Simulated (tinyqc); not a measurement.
Worked calculation: UHF in the sto-6g basis, for H2O, spin multiplicity 1. One step of it, computed by the program tinyqc.

Question. Iteration 2: building the Fock matrix. J_ij = sum D_kl (ij|kl) with D = D(alpha) + D(beta), K_ij = sum D_kl (ik|jl) for each spin; F = H + J - K(s); E = tr D H + tr D J / 2 - 0.5 sum_s tr D(s) K(s) + E_nn.

D(alpha) after iteration 1, lower triangle:
```
            1O 1s      1O 2s     1O 2px     1O 2py     1O 2pz     2H 1s     3H 1s
1O 1s    1.058531
1O 2s   -0.261409   1.193904
1O 2px   0.040839  -0.258622   0.439269
1O 2py  -0.000551  -0.002017  -0.006865   0.430146
1O 2pz   0.002743  -0.001128  -0.327147  -0.054112   0.892756
2H 1s    0.031908  -0.237785   0.308988   0.307081   0.001863  0.562569
3H 1s    0.026077  -0.214200   0.380147  -0.256660  -0.044725  0.175229  0.544714
```

D(beta) after iteration 1, lower triangle:
```
            1O 1s      1O 2s     1O 2px     1O 2py     1O 2pz     2H 1s     3H 1s
1O 1s    1.058531
1O 2s   -0.261409   1.193904
1O 2px  -0.040839   0.258622   0.439269
1O 2py  -0.000551  -0.002017   0.006865   0.430146
1O 2pz   0.002743  -0.001128   0.327147  -0.054112   0.892756
2H 1s    0.031908  -0.237785  -0.308988   0.307081   0.001863  0.562569
3H 1s    0.026077  -0.214200  -0.380147  -0.256660  -0.044725  0.175229  0.544714
```

core Hamiltonian H = T + V (hartree), lower triangle:
```
             1O 1s      1O 2s     1O 2px     1O 2py     1O 2pz      2H 1s      3H 1s
1O 1s   -32.798696
1O 2s    -7.247842  -9.023068
1O 2px    0.000000   0.000000  -7.287968
1O 2py    0.000307   0.003400   0.000000  -7.366204
1O 2pz   -0.013312  -0.156322   0.000000   0.001874  -7.347766
2H 1s    -0.927359  -2.287129   0.000000  -1.313528  -1.185929  -4.152374
3H 1s    -0.982279  -2.391260   0.000000   1.363607  -1.231161  -0.844543  -4.217660
```

Two-electron integrals (ij|kl) in chemists' order, unique and non-zero (hartree):
```
(11|11) 4.787491    (21|11) 0.675884    (21|21) 0.121505    (22|11) 1.117379
(22|21) 0.249212    (22|22) 0.817383    (31|31) 0.025762    (32|31) 0.039145
(32|32) 0.180664    (33|11) 1.117381    (33|21) 0.249212    (33|22) 0.817382
(33|33) 0.880663    (41|41) 0.025762    (42|41) 0.039145    (42|42) 0.180664
(43|43) 0.047461    (44|11) 1.117381    (44|21) 0.249212    (44|22) 0.817382
(44|33) 0.785741    (44|44) 0.880663    (51|51) 0.025762    (52|51) 0.039145
(52|52) 0.180664    (53|53) 0.047461    (54|54) 0.047461    (55|11) 1.117381
(55|21) 0.249212    (55|22) 0.817382    (55|33) 0.785741    (55|44) 0.785741
(55|55) 0.880663    (61|11) 0.091285    (61|21) 0.015745    (61|22) 0.031642
(61|33) 0.031575    (61|41) 0.000582    (61|42) 0.001144    (61|44) 0.031689
(61|51) 0.000509    (61|52) 0.001000    (61|54) 0.000099    (61|55) 0.031662
(61|61) 0.002079    (62|11) 0.245853    (62|21) 0.055718    (62|22) 0.205423
(62|33) 0.201878    (62|41) 0.003376    (62|42) 0.026018    (62|44) 0.207908
(62|51) 0.002950    (62|52) 0.022738    (62|54) 0.005270    (62|55) 0.206483
(62|61) 0.007277    (62|62) 0.067377    (63|31) 0.005865    (63|32) 0.034065
(63|43) 0.005239    (63|53) 0.004578    (63|63) 0.008962    (64|11) 0.142403
(64|21) 0.032700    (64|22) 0.128473    (64|33) 0.122912    (64|41) 0.007544
(64|42) 0.048990    (64|44) 0.136908    (64|51) 0.001467    (64|52) 0.013043
(64|54) 0.007653    (64|55) 0.125599    (64|61) 0.004443    (64|62) 0.051187
(64|64) 0.047327    (65|11) 0.124449    (65|21) 0.028577    (65|22) 0.112275
(65|33) 0.107415    (65|41) 0.001467    (65|42) 0.013043    (65|44) 0.110490
(65|51) 0.007148    (65|52) 0.045464    (65|54) 0.007926    (65|55) 0.118920
(65|61) 0.003883    (65|62) 0.044733    (65|64) 0.033528    (65|65) 0.038263
(66|11) 0.423988    (66|21) 0.097851    (66|22) 0.414614    (66|33) 0.399445
(66|41) 0.006841    (66|42) 0.074146    (66|44) 0.425246    (66|51) 0.005978
(66|52) 0.064798    (66|54) 0.022548    (66|55) 0.419150    (66|61) 0.012864
(66|62) 0.181982    (66|64) 0.157225    (66|65) 0.137403    (66|66) 0.774999
(71|11) 0.096721    (71|21) 0.016681    (71|22) 0.033517    (71|33) 0.033446
(71|41) -0.000616   (71|42) -0.001211   (71|44) 0.033566    (71|51) 0.000539
(71|52) 0.001059    (71|54) -0.000105   (71|55) 0.033538    (71|61) 0.002173
(71|62) 0.007466    (71|64) 0.004193    (71|65) 0.003989    (71|66) 0.013103
(71|71) 0.002334    (72|11) 0.257558    (72|21) 0.058358    (72|22) 0.214805
(72|33) 0.211109    (72|41) -0.003535   (72|42) -0.027118   (72|44) 0.217392
(72|51) 0.003091    (72|52) 0.023717    (72|54) -0.005496   (72|55) 0.215915
(72|61) 0.007383    (72|62) 0.055944    (72|64) 0.029715    (72|65) 0.036148
(72|66) 0.121129    (72|71) 0.008073    (72|72) 0.073269    (73|31) 0.006180
(73|32) 0.035772    (73|43) -0.005474   (73|53) 0.004788    (73|63) 0.007197
(73|73) 0.009812    (74|11) -0.148156   (74|21) -0.034017   (74|22) -0.133448
(74|33) -0.127643   (74|41) 0.007933    (74|42) 0.051275    (74|44) -0.142256
(74|51) -0.001532   (74|52) -0.013558   (74|54) 0.007993    (74|55) -0.130446
(74|61) -0.004116   (74|62) -0.029437   (74|64) -0.008950   (74|65) -0.018671
(74|66) -0.058980   (74|71) -0.004898   (74|72) -0.055300   (74|74) 0.051001
(75|11) 0.129576    (75|21) 0.029751    (75|22) 0.116712    (75|33) 0.111635
(75|41) -0.001532   (75|42) -0.013558   (75|44) 0.114840    (75|51) 0.007521
(75|52) 0.047630    (75|54) -0.008277   (75|55) 0.123662    (75|61) 0.003922
(75|62) 0.036002    (75|64) 0.018749    (75|65) 0.030048    (75|66) 0.084589
(75|71) 0.004284    (75|72) 0.048365    (75|74) -0.036024   (75|75) 0.041318
(76|11) 0.082016    (76|21) 0.018810    (76|22) 0.076035    (76|33) 0.074156
(76|41) 0.000007    (76|42) 0.000083    (76|44) 0.075411    (76|51) 0.001490
(76|52) 0.014027    (76|54) 0.000022    (76|55) 0.078539    (76|61) 0.002434
(76|62) 0.025563    (76|64) 0.016954    (76|65) 0.019081    (76|66) 0.075395
(76|71) 0.002578    (76|72) 0.026537    (76|74) -0.017410   (76|75) 0.019710
(76|76) 0.012641    (77|11) 0.432124    (77|21) 0.099712    (77|22) 0.421726
(77|33) 0.406082    (77|41) -0.007068   (77|42) -0.076074   (77|44) 0.432674
(77|51) 0.006182    (77|52) 0.066533    (77|54) -0.023257   (77|55) 0.426422
(77|61) 0.012605    (77|62) 0.117816    (77|64) 0.057780    (77|65) 0.082709
(77|66) 0.286263    (77|71) 0.013891    (77|72) 0.191321    (77|74) -0.164296
(77|75) 0.143691    (77|76) 0.075395    (77|77) 0.774999
```

nuclear repulsion = 7.22868347 hartree

Give: Coulomb J; exchange K(alpha); exchange K(beta); F(alpha); F(beta); total energy of this density.

Answer.

Coulomb J (hartree), lower triangle:
```
          1O 1s   1O 2s  1O 2px   1O 2py  1O 2pz   2H 1s   3H 1s
1O 1s   16.9121
1O 2s    2.9799  7.8196
1O 2px   0.0000  0.0000  7.7506
1O 2py   0.0009  0.0076  0.0000   7.8283
1O 2pz   0.0114  0.1349  0.0000  -0.0078  7.8798
2H 1s    0.3900  2.0039  0.0000   1.2648  1.1422  4.4471
3H 1s    0.4132  2.0905  0.0000  -1.3065  1.1850  0.7704  4.4742
```

exchange K(alpha) (hartree), lower triangle:
```
          1O 1s    1O 2s   1O 2px   1O 2py  1O 2pz   2H 1s   3H 1s
1O 1s    4.9049
1O 2s    0.7467   1.2347
1O 2px  -0.0013  -0.0796   0.6598
1O 2py   0.0003   0.0052  -0.0167   0.8279
1O 2pz   0.0016   0.0027  -0.1937  -0.0350  1.0619
2H 1s    0.1057   0.3464   0.0601   0.2692  0.2090  0.5928
3H 1s    0.1115   0.3619   0.0838  -0.2630  0.2107  0.1346  0.5758
```

exchange K(beta) (hartree), lower triangle:
```
         1O 1s   1O 2s   1O 2px   1O 2py  1O 2pz   2H 1s   3H 1s
1O 1s   4.9049
1O 2s   0.7467  1.2347
1O 2px  0.0013  0.0796   0.6598
1O 2py  0.0003  0.0052   0.0167   0.8279
1O 2pz  0.0016  0.0027   0.1937  -0.0350  1.0619
2H 1s   0.1057  0.3464  -0.0601   0.2692  0.2090  0.5928
3H 1s   0.1115  0.3619  -0.0838  -0.2630  0.2107  0.1346  0.5758
```

F(alpha) (hartree), lower triangle:
```
           1O 1s    1O 2s   1O 2px   1O 2py   1O 2pz    2H 1s    3H 1s
1O 1s   -20.7915
1O 2s    -5.0147  -2.4382
1O 2px    0.0013   0.0796  -0.1972
1O 2py    0.0009   0.0058   0.0167  -0.3657
1O 2pz   -0.0036  -0.0241   0.1937   0.0291  -0.5299
2H 1s    -0.6430  -0.6296  -0.0601  -0.3179  -0.2527  -0.2980
3H 1s    -0.6806  -0.6627  -0.0838   0.3201  -0.2569  -0.2087  -0.3192
```

F(beta) (hartree), lower triangle:
```
           1O 1s    1O 2s   1O 2px   1O 2py   1O 2pz    2H 1s    3H 1s
1O 1s   -20.7915
1O 2s    -5.0147  -2.4382
1O 2px   -0.0013  -0.0796  -0.1972
1O 2py    0.0009   0.0058  -0.0167  -0.3657
1O 2pz   -0.0036  -0.0241  -0.1937   0.0291  -0.5299
2H 1s    -0.6430  -0.6296   0.0601  -0.3179  -0.2527  -0.2980
3H 1s    -0.6806  -0.6627   0.0838   0.3201  -0.2569  -0.2087  -0.3192
```

total energy of this density = -75.263589 hartree
